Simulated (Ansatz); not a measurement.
The inner images of a band of AlH$_{5}$O (7 atoms, charge 0, multiplicity 1) are given out of order.

The calculation used Ansatz, RKS revPBE-D4/def2-SVP.

Image 0:

```xyz
7
Properties=species:S:1:pos:R:3
Al 0.046 0.054 0.091
H -0.065 0.641 1.594
H 1.419 0.269 -0.716
H -1.326 -0.096 -0.754
O 0.135 -1.941 0.664
H -0.648 -2.426 0.338
H 0.110 -2.025 1.638
```

Image 6:

```xyz
7
Properties=species:S:1:pos:R:3
Al 0.040 -0.543 -0.336
H -0.028 0.237 2.083
H 1.430 0.210 -0.520
H -1.393 0.139 -0.553
O 0.161 -2.240 0.001
H -0.625 -2.805 0.081
H 0.086 -0.523 2.098
```

Problem. Put them in order from the first end to the last, with their energies above the first end.
A.
```xyz
7
Properties=species:S:1:pos:R:3
Al 0.044 -0.049 -0.007
H -0.033 0.113 1.650
H 1.443 0.336 -0.676
H -1.371 0.085 -0.754
O 0.172 -1.994 0.632
H -0.620 -2.558 0.526
H 0.037 -1.458 1.482
```
B.
```xyz
7
Properties=species:S:1:pos:R:3
Al 0.042 0.019 0.042
H -0.041 0.376 1.630
H 1.425 0.307 -0.717
H -1.349 0.013 -0.775
O 0.155 -1.968 0.645
H -0.621 -2.525 0.433
H 0.060 -1.746 1.597
```
C.
```xyz
7
Properties=species:S:1:pos:R:3
Al 0.053 -0.381 -0.209
H -0.017 -0.098 1.846
H 1.429 0.347 -0.560
H -1.384 0.166 -0.654
O 0.187 -2.074 0.337
H -0.622 -2.603 0.442
H 0.027 -0.883 1.653
```
D.
```xyz
7
Properties=species:S:1:pos:R:3
Al 0.049 -0.477 -0.317
H -0.021 0.047 2.020
H 1.429 0.285 -0.545
H -1.386 0.170 -0.613
O 0.183 -2.159 0.125
H -0.617 -2.680 0.307
H 0.034 -0.710 1.876
```
E.
```xyz
7
Properties=species:S:1:pos:R:3
Al 0.049 -0.203 -0.088
H -0.015 -0.100 1.708
H 1.442 0.355 -0.622
H -1.390 0.134 -0.699
O 0.172 -1.998 0.568
H -0.614 -2.575 0.511
H 0.027 -1.139 1.476
```

Solution. B (+1.1 kcal/mol), A (+4.6 kcal/mol), E (+11.7 kcal/mol), C (+0.6 kcal/mol), D (-5.7 kcal/mol).

The run took 22 s on 1 thread of AMD EPYC 9R45 96-Core Processor (Zen 5), with other jobs on the host, peak memory 0.12 GiB.
